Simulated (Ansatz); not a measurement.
CClF2, SMILES `F[C](F)Cl` radical. Total charge 0; spin multiplicity 2. The structure was optimised at the PBE0-D4/def2-TZVP level.

```xyz
4

F     1.087   -0.399    0.619
C     0.198    0.096   -0.214
F    -0.196    1.285    0.184
Cl   -1.089   -0.982   -0.589
```

**Question.** What is the dipole moment at r2SCAN/def2-TZVPP? (Estimate.)

**Answer.** Computed: 0.27 D, with components (-0.13, -0.15, -0.18) D in this frame, pointing from negative to positive charge.

**Question.** And with PBE, B3LYP, ωB97M-V? (Estimate.)

**Answer.** Computed: PBE 0.27 D, B3LYP 0.40 D, ωB97M-V 0.39 D.

**Question.** Give the Mulliken charges with r2SCAN, PBE, B3LYP in def2-TZVPP. (An estimate is asked.)

**Answer.** The calculation gave: 
| atom | r2SCAN | PBE | B3LYP |
| --- | --- | --- | --- |
| F1 | -0.13 | -0.09 | -0.14 |
| C2 | 0.31 | 0.21 | 0.30 |
| F3 | -0.13 | -0.09 | -0.14 |
| Cl4 | -0.04 | -0.03 | -0.03 |

B3LYP here is the variant with VWN-RPA as its local correlation; programs differ in this.
